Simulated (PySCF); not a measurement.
A PySCF script (with the pyscf-properties extension) for the NMR shieldings of dimethoxymethane (COCOC, C3H8O2), on a GFN2-xTB, dihedral held geometry:

```python
import basis_set_exchange as bse
import numpy as np
from pyscf import gto, dft
from pyscf.prop import nmr

atoms = """
C    -0.878888   -0.951633    1.231344
O    -0.964407    0.368982    0.745302
C     0.159081    0.871452    0.058943
O     0.920084   -0.071641   -0.624536
C     2.110932   -0.485534    0.010229
H    -0.590297   -1.649487    0.440734
H    -1.878218   -1.196215    1.585737
H    -0.172601   -1.030163    2.068499
H     0.798430    1.430151    0.770535
H    -0.251659    1.571541   -0.678846
H     2.768386    0.370632    0.200283
H     1.923695   -1.005739    0.954431
H     2.597329   -1.166958   -0.685286
"""
names = dict.fromkeys(["C", "O", "H"], "pcSseg-1")
basis = {el: gto.basis.parse(bse.get_basis(n, elements=[el], fmt="nwchem")) for el, n in names.items()}
mol = gto.M(atom=atoms, basis=basis, charge=0, verbose=0)
mf = dft.RKS(mol, xc="PBE0")
mf.grids.level = 2
mf.grids.alignment = dft.numint.BLKSIZE   # the property module wants whole blocks of grid points
mf.conv_tol = 1e-9
mf.kernel()

calc = nmr.RKS(mf)   # GIAO
C = mf.mo_coeff
Co = C[:, mf.mo_occ > 0]
resp = mf.gen_response(singlet=True, hermi=2)
def vind(x):   # induced exchange potential for any number of trial vectors
    d = np.einsum("pi,xij,qj->xpq", C, 2 * x.reshape(-1, C.shape[1], Co.shape[1]), Co, optimize=True)
    return np.einsum("xpq,pi,qj->xij", resp(d - d.transpose(0, 2, 1)), C, Co, optimize=True).ravel()
mo1, _ = nmr.rhf.solve_mo1(calc, with_cphf=vind)
sigma = calc.kernel(mo1)
for i, s in enumerate(sigma):   # ppm
    w = np.linalg.eigvalsh((s + s.T) / 2)
    print("%2d %-2s iso %8.1f  s11 %8.1f  s22 %8.1f  s33 %8.1f" % (i, mol.atom_pure_symbol(i), w.mean(), *w))
```

Q: What does it print?

A: 
```
 0 C  iso    135.3  s11    105.7  s22    119.8  s33    180.5
 1 O  iso    287.9  s11    233.0  s22    245.1  s33    385.5
 2 C  iso     85.7  s11     57.6  s22     86.9  s33    112.4
 3 O  iso    296.9  s11    246.3  s22    306.7  s33    337.8
 4 C  iso    123.7  s11     89.3  s22    100.3  s33    181.5
 5 H  iso     27.7  s11     24.0  s22     26.8  s33     32.4
 6 H  iso     28.1  s11     24.0  s22     26.4  s33     33.9
 7 H  iso     28.6  s11     25.6  s22     26.2  s33     34.1
 8 H  iso     27.1  s11     22.3  s22     28.2  s33     30.8
 9 H  iso     26.3  s11     21.3  s22     26.8  s33     30.7
10 H  iso     28.4  s11     24.5  s22     26.3  s33     34.3
11 H  iso     28.0  s11     23.6  s22     27.4  s33     33.2
12 H  iso     27.8  s11     24.1  s22     25.5  s33     33.9
```

These numbers come from an equivalent density-fitted implementation of the same equations, which agrees with the script to about 0.01 ppm for H and up to a few tenths of a ppm for heavy atoms, so last digits may differ.

The geometry is no minimum: GFN2-xTB, dihedral held.

Size and cost of the density-fitted run: 125 basis functions, 9.1 s wall time on 1 thread of an Arm Neoverse V1, shared host.
